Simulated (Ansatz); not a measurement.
Input file:

```yaml
crystal:
  periodic: [false, false, false]
  atoms:
    - {symbol: Al, position_ang: [0.000000, 0.000000, 0.000000]}
    - {symbol: Al, position_ang: [0.000000, 0.000000, 2.773000]}
basis:
  gaussian: {orbitals: def2-SVP}
magnetization: {spin_polarized: false}
correlation: {method: sc_nevpt2, electrons: outside_noble_gas, diis_vectors: 2}
output: {forces: true}
```

```sh
$ ansatz run in.yaml --threads 1 --pin off --events-out ev --progress --plain --max-ram 2393MiB
```

(1) How does this run end?

Answers

(1) Refused. The settings were drawn as a stress test.
```
Error: "diis_vectors" apply only to coupled cluster; leave them out
```
